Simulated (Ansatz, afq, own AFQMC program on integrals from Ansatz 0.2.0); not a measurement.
# BeLi⁻, singlet: a scan with AFQMC

```xyz
2

Li    0.0000    0.0000    0.0000
Be    0.0000    0.0000    2.9360
```

The Li1–Be2 distance is changed with both sides rigid. Energies in kJ/mol count from this geometry (2.936 Å) at the same level; the start stands on RHF, each point on the determinant named.

Basis aug-cc-pVDZ. Only valence electrons are correlated. AFQMC by an in-house program on the Cholesky factors that Ansatz 0.2.0 writes for its CCSD(T) run. ph-AFQMC/CISD is guided by a CISD state made of CCSD amplitudes; releasing the constraint for a short imaginary time cuts its bias at the price of noise, slowly where states lie close. Error bars are statistical, one sigma.

Cautions, each for one point or more: higher spins were not checked; restricted determinant unstable towards unrestricted; strong correlation; the ph-AFQMC/CISD walk drifts between its halves.

```
r(Li1–Be2) / Å  det.     T1  weight  CCSD(T)  ph-AFQMC/CISD  released AFQMC   FCI  CCSDT(Q)    HF  r2SCAN
         2.623   RHF  0.071    0.76      3.5      2.0 ± 1.7       2.9 ± 1.4   3.1       3.2  10.8    0.6§
         3.289   RHF  0.062    0.78      2.7      4.1 ± 1.3               –   3.2       3.2  -4.6    6.3§
         4.043   RHF  0.048    0.80     11.3      9.0 ± 1.4      11.3 ± 1.6  12.9      12.8  -7.4   22.1§
         5.428   RHF  0.036    0.80     20.4     22.0 ± 1.1      23.4 ± 1.6  23.6      23.4  -7.7   40.0§
         7.858   RHF  0.034    0.80     25.1     27.4 ± 1.0      28.0 ± 1.4  29.0      28.8  -6.7   47.9§
```

Weight is that of the determinant in the CISD state; at the start T1 is 0.067 and the weight 0.77. A dash marks a missing value, a released energy that hasn't settled or a functional that sits on another state. § marks a functional whose ⟨S²⟩ is too high by over 0.1 (r2SCAN at the start too). Largest departures from full CI: CCSD(T) -3.9 kJ/mol at 7.858 (on RHF), ph-AFQMC/CISD -3.9 kJ/mol at 4.043 (on RHF), released AFQMC -1.6 kJ/mol at 4.043 (on RHF) (within the noise), CCSDT(Q) -0.2 kJ/mol at 7.858 (on RHF), HF -35.8 kJ/mol at 7.858 (on RHF). The functionals aren't scored here. In this small basis the wave-function levels are far from their limit, so their gap to the functionals isn't the functionals' error. In total energy ph-AFQMC/CISD lies 41 ± 9 meV above full CI at the start, so its agreement along the curve rests in part on cancellation.

Some points may be missing: those where a free walk finds a much lower state, and past Zn most of those on another determinant than at the start.

CCSDT and higher add their correlation energy to the determinant of the CCSD(T) run, since their own runs factorise the integrals more tightly (a shift of under 2 meV). A walk keeps the symmetry of its determinant, which the program's search chose and which needn't be the lowest solution, so a lower state of the same spin and another symmetry isn't excluded. Released energies are given only where the last usable release times agree within the noise; a slower fall can still hide under it.
